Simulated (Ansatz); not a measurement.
```xyz
8

C    -1.4472   -0.4918   -0.0003
N    -0.5751    0.5706   -0.0001
C     0.7990    0.4479    0.0001
H    -2.5048   -0.2902    0.0015
H    -1.0238   -1.4813    0.0001
H    -0.9510    1.5078   -0.0006
H     1.3008    1.4310    0.0004
O     1.3867   -0.6122    0.0000
```

Basis set: pcseg-2 (spherical functions). Charge 0, multiplicity 2.

Computed with Ansatz (development build ahead of 0.2.0); each method stands on the lowest determinant of its kind that the runs found.

The atomization energy at this shape (free ground-state atoms in the same class of orbitals less the molecule, no zero-point energy) of doublet C2H4NO:

| method | atomization energy |
| --- | --- |
| UHF | 22.46 eV |

Q: What does ROHF give?

A: 22.83 eV.

The shape needn't be a minimum at these levels.
